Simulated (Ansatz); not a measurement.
The input, for Ansatz 0.2.0:

```yaml
crystal:
  periodic: [false, false, false]
  atoms:
    - {symbol: Al, position_ang: [-0.056377, 0.000020, -0.127427]}
    - {symbol: H, position_ang: [0.451379, -0.014468, 1.979960]}
    - {symbol: H, position_ang: [-0.266445, 0.034134, 1.907963]}
    - {symbol: H, position_ang: [0.681145, 1.363536, -0.207420]}
    - {symbol: H, position_ang: [0.643072, -1.383724, -0.269403]}
basis:
  gaussian: {orbitals: 6-31G}
magnetization: {spin_polarized: false, initial_magnetization: 1}
correlation: {method: ccsdtq, electrons: outside_noble_gas}
```

```sh
$ ansatz run in.yaml --threads 1 --pin off --events-out ev --progress --plain --max-ram 2393MiB
```

Log:

```
465 factors; integrals over basis functions are off by at most 8.7e-8 eV
mean field evaluation 1: about -6641.7707 eV, gradient 8.8e0 eV
mean field evaluation 2: about -6641.7729 eV, gradient 8.8e0 eV
mean field evaluation 4: about -6642.4220 eV, gradient 2.4e-1 eV
mean field evaluation 8: about -6642.4229 eV, gradient 9.7e-4 eV
mean field evaluation 16: about -6639.3551 eV, gradient 1.1e0 eV
mean field evaluation 32: about -6639.3250 eV, gradient 1.3e0 eV
mean field -6642.42291288 eV, -244.1045396522 hartree, gradient 5.2e-6 eV, S^2 0.750000; 1 other end points of the search recorded, 0 dependent functions left out
determinant -6642.42291288 eV, -244.1045396522 hartree, with singles and doubles -6644.30766033 eV, -244.1738028437 hartree
determinant -6639.31226406 eV, -243.9902254168 hartree, with singles and doubles -6641.44229446 eV, -244.0685025902 hartree
5 core orbitals not correlated: weight in the atoms' cores, before any rotation towards them, 1.000 or more for the frozen orbitals, at most 0.000 for the correlated occupied ones
reference -6642.42291288 eV, -244.1045396522 hartree; 4, 3 occupied and 12, 13 virtual orbitals, 465 factors
second order -1.31789166 eV of doubles, -0.00632625 eV of singles
cycle   1  -1.69325775 eV  change   -3.7e-1 eV  update   5.2e-2
cycle   2  -1.90070206 eV  change   -2.1e-1 eV  update   2.3e-2
cycle   3  -1.90874309 eV  change   -8.0e-3 eV  update   6.0e-3
cycle   4  -1.91032052 eV  change   -1.6e-3 eV  update   1.8e-3
cycle   5  -1.91015737 eV  change    1.6e-4 eV  update   6.5e-4
cycle   6  -1.91013229 eV  change    2.5e-5 eV  update   2.2e-4
cycle   7  -1.91022344 eV  change   -9.1e-5 eV  update   6.7e-5
cycle   8  -1.91022566 eV  change   -2.2e-6 eV  update   2.9e-5
cycle   9  -1.91020647 eV  change    1.9e-5 eV  update   1.2e-5
cycle  10  -1.91021277 eV  change   -6.3e-6 eV  update   4.6e-6
cycle  11  -1.91021288 eV  change   -1.1e-7 eV  update   2.0e-6
cycle  12  -1.91021345 eV  change   -5.7e-7 eV  update   9.9e-7
cycle  13  -1.91021261 eV  change    8.4e-7 eV  update   4.5e-7
Total energy: -6644.33312549 eV, -244.1747386709 hartree
```

For the same geometry and basis full CI lies 0.0 meV lower.

Ran on 1 thread of Intel Xeon Platinum 8488C, shared host: 7.5 s wall, 0.12 GiB peak host memory.
